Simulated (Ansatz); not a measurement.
Cost and result for the atomization energy of C3H5FO (`C/C=C(\O)F`) (10 atoms, 9 bonds).

```xyz
10

C     0.4031    1.3308   -0.1498
C     0.5342   -0.1267   -0.4303
C    -0.2448   -1.0515    0.1023
O    -1.2227   -0.8510    0.9946
F    -0.1073   -2.3517   -0.1960
H     0.2780    1.9005   -1.0754
H    -0.4551    1.5349    0.4908
H     1.2947    1.7228    0.3495
H     1.3119   -0.4810   -1.0948
H    -1.7920   -1.6272    1.0091
```

Charge 0, multiplicity 1. Geometry: relaxed with PBE0-D4/def2-TZVP. It is one conformer, not always the lowest. Program: Ansatz. All runs use 4 threads of an Intel Xeon 6975P-C on a shared host. Times are those of one run each, without the atoms' runs, and a repeat can differ threefold. Electronic energies, without spin–orbit coupling; frozen cores. CCSD(T)/CBS adds CCSD(T) − MP2 in def2-TZVPP to the MP2 limit, and its time is that of the two runs behind it. T1 = 0.011.

CCSD(T)/CBS is a level of theory with its own doubt, some kJ/mol a heavy atom from the limit and from the frozen cores, so smaller differences don't rank the functionals.

```json
{"level": "LDA (SPW92)/def2-TZVPP", "functions": "225", "wall time": "0.6 s"}
{"level": "BLYP-D4/def2-TZVPP", "functions": "225", "wall time": "0.9 s"}
{"level": "BHLYP-D4/def2-TZVPP", "functions": "225", "wall time": "1.1 s"}
{"level": "CAM-B3LYP-D4/def2-TZVPP", "functions": "225", "wall time": "1.2 s"}
{"level": "r2SCAN-D4/def2-TZVPP (with forces)", "functions": "225", "wall time": "1.6 s"}
{"level": "r2SCANh-D4/def2-TZVPP", "functions": "225", "wall time": "1.6 s"}
{"level": "B2PLYP/def2-TZVPP", "functions": "225", "wall time": "2 s"}
{"level": "CCSD(T)/def2-SVP", "functions": "95", "wall time": "2.1 s"}
{"level": "PBE-QIDH/def2-TZVPP", "functions": "225", "wall time": "2.1 s"}
{"level": "ωB97M-V/def2-TZVPP (with forces)", "functions": "225", "wall time": "3.4 s"}
{"level": "MP2/def2-QZVPP", "functions": "435", "wall time": "8.5 s"}
{"level": "CCSD(T)/def2-TZVPP", "functions": "225", "wall time": "27 s"}
{"level": "CCSD(T)/CBS(def2)", "functions": "–", "wall time": "35 s"}
```

(1) What atomization energy does each give, and how far from CCSD(T)/CBS? (An estimate is asked.)

Results:

(1) Ansatz gave: 
```tsv
level	atomization (kcal/mol)	difference from CCSD(T)/CBS	per bond
LDA (SPW92)/def2-TZVPP	1143.0	167.4	18.6
BLYP-D4/def2-TZVPP	980.0	4.4	0.5
BHLYP-D4/def2-TZVPP	938.4	-37.2	-4.1
CAM-B3LYP-D4/def2-TZVPP	982.2	6.6	0.7
r2SCAN-D4/def2-TZVPP (with forces)	981.7	6.1	0.7
r2SCANh-D4/def2-TZVPP	973.5	-2.1	-0.2
B2PLYP/def2-TZVPP	967.6	-8.0	-0.9
CCSD(T)/def2-SVP	932.1	-43.5	-4.8
PBE-QIDH/def2-TZVPP	972.3	-3.3	-0.4
ωB97M-V/def2-TZVPP (with forces)	979.9	4.3	0.5
MP2/def2-QZVPP	988.9	13.3	1.5
CCSD(T)/def2-TZVPP	950.8	-24.8	-2.8
CCSD(T)/CBS(def2)	975.6	0.0	0.0
```

From PBE to PBE0 (25 % exact exchange), in def2-TZVPP and without D4, the atomization energy moves by −25.0 kcal/mol: exact exchange takes away binding that semilocal exchange gives to molecules. At CCSD(T), def2-SVP lies −43.5 kcal/mol from the extrapolated value and def2-TZVPP −24.8 kcal/mol: correlation converges slowly with the basis, and small sets miss more of it in the bonded molecule than in its fragments. In def2-TZVPP, CCSD(T) changes the Hartree–Fock value by +253.3 kcal/mol (the triples alone add +16.6 kcal/mol) and MP2 by +276.8 kcal/mol; breaking electron pairs costs correlation energy, which Hartree–Fock lacks.
